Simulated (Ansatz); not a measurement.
**[OH···H···H], doublet along the distance O1-H3**

Starting geometry:

```xyz
4

O    -0.1399   -0.0491    0.0000
H    -0.3893    0.8775    0.0000
H     0.8196   -0.0491    0.0000
H     1.7911   -0.0491    0.0000
```

From there H3 is moved from one fragment to the other while all else, the fragments' distance too, stays fixed; atoms are numbered as listed. Energies are in kcal/mol, counted from the starting geometry at the same level. Kohn–Sham curves are unrestricted where that lies lower.

Basis cc-pVTZ; Ansatz 0.2.0. Correlated methods freeze the noble-gas cores. Prefix R: restricted or restricted open-shell reference; prefix U: unrestricted.

Full CI isn't at hand for all of this; UCCSDT(Q) serves as the reference, and is uncertain by about the last step of the cluster series.

| distance O1-H3 (Å) | B3LYP |
| --- | --- |
| 0.960 | 0.0 |
| 0.992 | -0.5 |
| 1.057 | 0.4 |
| 1.121 | 2.6 |
| 1.186 | 5.9 |

Problem. Estimate the UCCSDT(Q) curve in cc-pVTZ from this one, knowing how B3LYP errs.

Solution. The computed UCCSDT(Q) values, in kcal/mol from the starting point, and the error of B3LYP against them:
```json
{"distance O1-H3 (Å)": "0.960", "UCCSDT(Q)": "0.0", "B3LYP less UCCSDT(Q)": "0.0"}
{"distance O1-H3 (Å)": "0.992", "UCCSDT(Q)": "0.2", "B3LYP less UCCSDT(Q)": "-0.7"}
{"distance O1-H3 (Å)": "1.057", "UCCSDT(Q)": "2.4", "B3LYP less UCCSDT(Q)": "-2.0"}
{"distance O1-H3 (Å)": "1.121", "UCCSDT(Q)": "5.6", "B3LYP less UCCSDT(Q)": "-3.0"}
{"distance O1-H3 (Å)": "1.186", "UCCSDT(Q)": "9.4", "B3LYP less UCCSDT(Q)": "-3.5"}
```

The error spans 3.5 kcal/mol and is largest, -3.5 kcal/mol, at 1.186 Å.
